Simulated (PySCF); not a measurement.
Computed NMR parameters against published values

Geometry:
| atom | x (Å) | y (Å) | z (Å) |
| --- | --- | --- | --- |
| F1 | -0.227 | 0.157 | -1.286 |
| C2 | 0.000 | 0.000 | 0.000 |
| F3 | -0.772 | -0.957 | 0.468 |
| F4 | 1.262 | -0.323 | 0.185 |
| F5 | -0.262 | 1.123 | 0.633 |

[PySCF 2.14: shieldings: GIAO B97-2/pcSseg-2; J couplings at B3LYP/pcJ-1; geometry from PBE0-D3(BJ)/def2-SVP; one computed conformer; no relativistic terms; no solvent; fast rotation and ring inversion assumed for equivalent nuclei]

Reference values: measured (gas; Olsson, Cremer, J. Chem. Phys. 1996, 105, 8995 (gas-phase data of Jameson 1987, Jameson 1981, Wasylishen 1984)).
```
atoms            quantity  reference  computed
   C2  δ 13C vs CH4 (gas)      130.6     135.2
```

Reference values: measured (G. Saielli, R. Bini, A. Bagno, Computational 19F NMR. 2. Organic compounds, RSC Adv. 2014, ESI (exp. from Berger-Braun-Kalinowski 1994 and Everett 1995)).
```
      atoms        quantity  reference  computed
F1/F3/F4/F5  δ 19F vs CFCl3      -61.7     -72.1
```

Reference values: measured (gas; G. L. Stoychev, PhD thesis, Univ. Bonn 2021 (Stoychev, Auer, Izsak, Neese, JCTC 2018, 14, 619)).
```json
{"atoms": "C2", "quantity": "σ 13C", "reference": "64.4", "computed": "52.9"}
{"atoms": "F1/F3/F4/F5", "quantity": "σ 19F", "reference": "258.6", "computed": "249.5"}
```

Reference values: measured (gas, 300 K; M. E. Harding, PhD thesis, Mainz 2008 (Harding, Lenhart, Auer, Gauss, JCP 2008, 128, 244111)).
```
      atoms  quantity  reference  computed
F1/F3/F4/F5     σ 19F      258.6     249.5
```

Absolute shieldings are compared as such; zero-point and thermal motion, absent here, lowers them by some tenths of a ppm for H, a few ppm for C and up to about 10 ppm for F.

Computed shifts are σ(ref) − σ with the named reference compound (TMS for H and C) calculated as an isolated molecule at the same level. The measured values may be among those fitted. Empirical linear scaling, fitted to shifts measured mostly in CDCl3 for H and C (δ vs TMS): 13C: δ = 175.28 − 0.971σ (rms 2.1 ppm, 43 shifts). Occasional misses reach two or three times the rms, and more in compound classes unlike the fitted ones.

Coupling constants in Hz:
| coupling | reference | computed | source |
| --- | --- | --- | --- |
| 1J(C2,F5) | -258.3 | -348.4 | measured; gas, zero-density limit; Jackowski, Slowinski, Molecules 2023, 28, 1499 |
| 1J(C2,F1) | -259.2 | -348.4 | measured; Jessen and Sauer, arXiv:2312.00705 |

Q: How far are the unscaled 19F shieldings from the references?

A: Mean signed difference -9.10 ppm, mean absolute 9.10 ppm over 2 comparisons; the largest is -9.1 ppm at F1/F3/F4/F5 (fluorine of CF4).

7 of the 23 published NMR values on file for this molecule are compared. The rest: values from further sources, other calculations.

Common functionals overestimate the size of one-bond C–F couplings by tens of Hz; these are unscaled.
